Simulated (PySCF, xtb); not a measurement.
hydrogen sulfide (H2S), SMILES S.

Harmonic wavenumbers (cm⁻¹) from GFN2-xTB (xtb 6.7.1) at its own minimum, in rising order: 1158, 2476, 2481.

**Question.** What does PySCF with PBE-D3(BJ)/def2-TZVPD give at its own minimum? (The exact figures need the calculation; the answer reports its results.)

**Answer.** 1164, 2629, 2644. Paired by order, the mean absolute difference is 107 cm⁻¹ and the zero-point energies are 8.7 and 9.2 kcal/mol.
